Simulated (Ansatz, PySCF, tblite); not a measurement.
Zinc-blende BAs: properties by level of theory

Reference values: lattice constant a 4.777 Å (measured, room temperature, not corrected to a static lattice; as tabulated in Lucero et al. (2012), arXiv:1111.4515); bulk modulus 142 GPa (measured, temperature not stated, not corrected to a static lattice; as tabulated in PMC11618452 (zinc blende boron arsenide), quoting Tian et al.).

```tsv
level (code)	equilibrium lattice constant a (Å)	bulk modulus B0 (GPa)
GFN1-xTB (tblite)	4.713	157
LDA (Ansatz)	4.732	147
CCSD (PySCF)	?	146
```

Complete the blanks.


- CCSD (PySCF), equilibrium lattice constant a (Å): 4.759

Differences from the reference values (errors of the level alone only where the reference is corrected to a static lattice):

| level | lattice constant a (%) | bulk modulus (%) |
|---|---|---|
| GFN1-xTB | -1.34 | +10.6 |
| LDA | -0.94 | +3.5 |
| CCSD | -0.38 | +2.8 |

Nearest: lattice constant a, not ranked (reference at room or unstated temperature); bulk modulus, not ranked (reference at room or unstated temperature).

Caveats: the method was fitted mainly to molecules (GFN1-xTB); the run uses a supercell at the zone centre in place of a k mesh (GFN1-xTB). Ansatz's density-functional and Hartree–Fock values are scalar-relativistic unless marked +SOC, with PAW data made under PBE.

Differences are worked out from the printed values.

Computed values are for the static lattice.

Ansatz is an electronic-structure program.
